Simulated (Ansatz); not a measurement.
Results of PBEsol+SOC (Ansatz, a program for electronic structure, plane waves, PAW) for 1T (CdI2-type) SnSe2.

Settings: plane-wave cutoff 520 eV, 12×12×6 k mesh (along the axes of the cell as run), Fermi–Dirac smearing 0.01 eV, PAW data made under PBE.

The cell is scaled about its equilibrium volume:

Shape and atoms are relaxed at each volume.

```
V (Å³/atom)  P (GPa)  direct gap at Γ (eV)  c (Å)  a (Å)
-----------  -------  --------------------  -----  -----
24.871          0.99                 0.771  5.946  3.807
25.389          0.42                 0.843  6.048  3.814
25.907          0.00                 0.927  6.154  3.819
26.425         -0.29                 1.025  6.267  3.822
26.944         -0.46                 1.065  6.384  3.824
```

The fundamental gap (0.42 eV at the equilibrium volume, with added k points) lies elsewhere than Γ–Γ.

Note: the cell comes from a level without a dispersion term, which matters for the spacing of layers, chains or molecules; the bulk modulus comes from volumes at which shape and atoms were relaxed.
